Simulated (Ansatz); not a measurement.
Compare A (`CC#CCF`) with its isomer B (`C=C/C=C\F`).

Calculated with Ansatz (gas phase, PBE0-D4/def2-TZVP geometries, no zero-point term in ΔE). CCSD(T)/CBS adds triple-zeta CCSD(T) − MP2 to the extrapolated MP2 energy (def2 sets, frozen cores). DFT in def2-TZVPP. B3LYP here is the variant with VWN-RPA as its local correlation; programs differ in this. Each species was taken in one conformer, which may not be the lowest.

A:

```xyz
10

C     1.4095   -1.0376   -1.0890
C     0.4115   -0.2996   -0.3421
C    -0.4127    0.3087    0.2861
C    -1.4127    1.0495    1.0292
F    -1.3498    0.7725    2.3839
H     0.9429   -1.7376   -1.7861
H     2.0451   -1.6118   -0.4103
H     2.0517   -0.3629   -1.6602
H    -2.4191    0.7916    0.6845
H    -1.2664    2.1271    0.9040
```

B:

Z-matrix (Å, degrees):
```
C
C 1 1.332
H 1 1.083 2 121.4
H 1 1.085 2 121.5 3 -180.0
C 2 1.446 1 123.7 3 -180.0
H 2 1.086 1 119.6 3 -0.0
C 5 1.328 2 125.1 1 180.0
H 5 1.085 2 118.6 1 -0.0
F 7 1.337 5 122.3 2 0.0
H 7 1.083 5 125.4 2 180.0
```

Q: Which isomer does CCSD(T)/CBS put lower? Give the gap. (An estimate is asked.)

A: Computed: B, by 13.8 kcal/mol.

Q: Give E(B) − E(A) in kcal/mol with PBE-D4, B3LYP, B3LYP-D4, MP2/def2-TZVPP, ωB97M-V, r2SCAN-D4, CCSD/def2-TZVPP. (Best estimate.)

A: Computed: PBE-D4 -16.2, B3LYP -14.6, B3LYP-D4 -15.4, MP2/def2-TZVPP -10.8, ωB97M-V -13.7, r2SCAN-D4 -16.3, CCSD/def2-TZVPP -13.0. None reverses the order clearly.

Largest T1 diagnostic: 0.012.

From PBE to PBE0 (25 % exact exchange), in def2-TZVPP and without D4, E(B) − E(A) moves by +1.0 kcal/mol. The D4 term adds −0.8 kcal/mol with B3LYP and −0.4 kcal/mol with PBE0; it sums over pairs of atoms, weighted by their polarisabilities, and B3LYP, whose exchange is more repulsive, gets the larger term.
